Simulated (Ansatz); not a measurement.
## hcp Tl

The numbers are results of PBEsol in Ansatz (plane waves, PAW), not measurements.

Numerical settings: plane-wave cutoff 520 eV, 18×18×10 k mesh (along the axes of the cell as run), Fermi–Dirac smearing 0.05 eV, scalar-relativistic PAW data made under PBE.

Cell: relaxed at this level.

```json
{
  "equilibrium_volume_per_atom": "28.61 Å³/atom",
  "bulk_modulus": "36.0 GPa",
  "equilibrium_lattice_constant_a": "3.465 Å",
  "c axis length": "5.507 Å",
  "band_gap": "zero (no gap)",
  "pressure derivative B′ of the bulk modulus": "5.4"
}
```

Measured, for comparison: bulk modulus 37.4 GPa (copied from a table, unchecked, extrapolated to 0 K and zero-point effects removed; as tabulated in Lejaeghere et al. (2013), arXiv:1204.2733); lattice constant a 3.457 Å, lattice parameter c 5.525 Å (293 K, no zero-point or thermal correction; as tabulated in Wikipedia's data pages). Computed (rounded) less measured: bulk modulus not scored (unchecked), lattice constant a +0.2 %, lattice parameter c -0.3 %. A static lattice is as a rule a little smaller and stiffer than an uncorrected measurement, which narrows the difference in the lattice parameter c and would widen misses of the other sign.

Note: the bulk modulus comes from volumes at which shape and atoms were relaxed.

Spin–orbit coupling is not included; it can shift volumes and moduli of such heavy elements.

Static lattice: no zero-point or thermal effects.

It cost very roughly 5 core-minutes of CPU time.

Ansatz is a first-principles code.
